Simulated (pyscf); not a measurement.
`[O]=[SnH][OH]` -> `[O]=[Sn]=[O]` + `[H][H]` (elimination; singlet surface; H–Sn, H–O broken, H–H formed). Optimised with ωB97X-D3(BJ)/def2-SVP in PySCF. Energies in kcal/mol from the reactant's lowest minimum found.

| level | barrier | reaction energy |
|---|---|---|
| ωB97X-D3(BJ)/def2-TZVP | 68.6 | +47.1 |
| r²SCAN/def2-TZVP | [?] | +41.1 |
| B3LYP-D3(BJ)/def2-TZVP | 63.8 | +41.2 |
| PBE0-D3(BJ)/def2-TZVP | 65.1 | +45.7 |
| M06-2X/def2-TZVP | 69.4 | +47.6 |
| HF/def2-TZVP | [?] | [?] |

Problem. What belongs in the gaps?

Solution. 
- r²SCAN/def2-TZVP, barrier: 61.7
- HF/def2-TZVP, barrier: 86.5
- HF/def2-TZVP, reaction energy: +57.3

The functionals in the table span 7.7 kcal/mol in this barrier, from r²SCAN to M06-2X. On the reactant side the descent ends in a point that may be a rotor saddle (no frequency run), 2.7 kcal/mol over the lowest minimum found and 65.9 kcal/mol under the saddle at ωB97X-D3(BJ)/def2-TZVP. At the saddle there is also a short H–Sn contact that neither side keeps. The same reactants have a lower exit, to O=Sn: [singlet] + H₂O (barrier +37.3 kcal/mol at ωB97M-D3(BJ)/def2-TZVP, against +68.4 kcal/mol here). O=SnH–OH lies 65.7 kcal/mol over its isomer HO–Sn:–OH [singlet] (electronic energy, ωB97M-D3(BJ)/def2-TZVP). This is the saddle that the search found; another between the same sides may lie lower. Elements past Kr carry the def2 core potentials, without spin-orbit coupling.
